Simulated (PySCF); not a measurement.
A spin–spin coupling run with PySCF (density fitting, non-relativistic, gas phase) on SMILES c1cc[cH-]c1, [C5H5]-:

```
{"job": {"kind": "j", "xc": "B3LYP", "basis": "pcJ-1"}, "charge": -1, "multiplicity": 1}
C      0.410507    -1.107854     0.094074
C     -0.925601    -0.737687    -0.047653
C     -0.981329     0.652433    -0.126645
C      0.320212     1.141684    -0.033934
C      1.180545     0.053771     0.102615
H      0.786172    -2.124339     0.182754
H     -1.775071    -1.414717    -0.089932
H     -1.882055     1.250254    -0.240217
H      0.613079     2.188254    -0.063924
H      2.262422     0.102855     0.200335
```

Hardware: 1 thread of an Arm Neoverse V1, shared host. The job also computes field gradients.

**Question.** How large is the calculation?

**Answer.** 36 electrons, 185 basis functions and 650 auxiliary functions.

**Question.** How long does it take?

**Answer.** 11 s of wall time, with 12 SCF cycles. Times on a shared host scatter by some tens of per cent.

**Question.** And these other runs on the same molecule and hardware: GIAO shielding at PBE0/pcSseg-1?

**Answer.** PBE0/pcSseg-1: 110 functions, 5.9 s.
